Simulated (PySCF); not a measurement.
Level of theory: PBE0/[Si def2-TZVP, S def2-TZVP, H def2-TZVP], no relativity, density fitting, PySCF.

```xyz
4
charge 0 multiplicity 1, angstrom
Si    0.4861    0.8420    0.0000
S    -0.4829   -0.8364    0.0000
H     1.9657    0.9722    0.0000
H    -0.1409    2.1885    0.0000
```

H2SiS (singlet), along the line from Si1 (at 0) through S2 (at 1.938 Å).

Problem. Tabulate the fields along this line at -0.68, -0.58, -0.48, -0.39, -0.29, -0.19, -0.10, 0.10, 0.19, 0.29, 0.39, 0.48, 0.58, 0.68, 0.78, 0.87, 0.97, 1.07, 1.16, 1.26, 1.36, 1.45, 1.55, 1.65, 1.74, 1.84, 2.03, 2.13, 2.23, 2.33, 2.42, 2.52, 2.62, 2.71, 2.81, 2.91, 3.00, 3.10 Å.

Solution. 
| distance (Å) | electron density (e/Å³) | electron localisation function | electrostatic potential (V) |
| --- | --- | --- | --- |
| -0.68 | 0.542 | 0.062 | 35.1 |
| -0.58 | 0.917 | 0.0722 | 49 |
| -0.48 | 2.28 | 0.304 | 70.6 |
| -0.39 | 6.99 | 0.744 | 108 |
| -0.29 | 21.5 | 0.867 | 188 |
| -0.19 | 56.7 | 0.78 | 402 |
| -0.10 | 157 | 0.217 | 1230 |
| 0.10 | 157 | 0.217 | 1230 |
| 0.19 | 56.6 | 0.779 | 402 |
| 0.29 | 21.4 | 0.86 | 187 |
| 0.39 | 6.99 | 0.697 | 108 |
| 0.48 | 2.4 | 0.225 | 69.7 |
| 0.58 | 1.16 | 0.0786 | 48.1 |
| 0.68 | 0.9 | 0.164 | 34.4 |
| 0.78 | 0.904 | 0.495 | 25.7 |
| 0.87 | 0.977 | 0.758 | 20.7 |
| 0.97 | 1.07 | 0.829 | 19 |
| 1.07 | 1.18 | 0.826 | 20.7 |
| 1.16 | 1.29 | 0.765 | 26.2 |
| 1.26 | 1.38 | 0.563 | 36.6 |
| 1.36 | 1.51 | 0.213 | 53.7 |
| 1.45 | 2.05 | 0.08 | 81.3 |
| 1.55 | 5.11 | 0.275 | 128 |
| 1.65 | 19.4 | 0.796 | 218 |
| 1.74 | 69.8 | 0.844 | 451 |
| 1.84 | 196 | 0.241 | 1380 |
| 2.03 | 197 | 0.244 | 1380 |
| 2.13 | 70.6 | 0.849 | 450 |
| 2.23 | 19.4 | 0.794 | 217 |
| 2.33 | 5.01 | 0.264 | 127 |
| 2.42 | 1.95 | 0.081 | 80.4 |
| 2.52 | 1.35 | 0.233 | 52.4 |
| 2.62 | 1.1 | 0.625 | 34.4 |
| 2.71 | 0.886 | 0.826 | 22.6 |
| 2.81 | 0.677 | 0.873 | 14.9 |
| 2.91 | 0.498 | 0.873 | 9.69 |
| 3.00 | 0.356 | 0.856 | 6.26 |
| 3.10 | 0.251 | 0.827 | 3.98 |

On a grid of 0.10 Å the density has a local minimum along the bond near 0.68 Å from Si, at 0.90 e/Å³, where the ELF is 0.16.
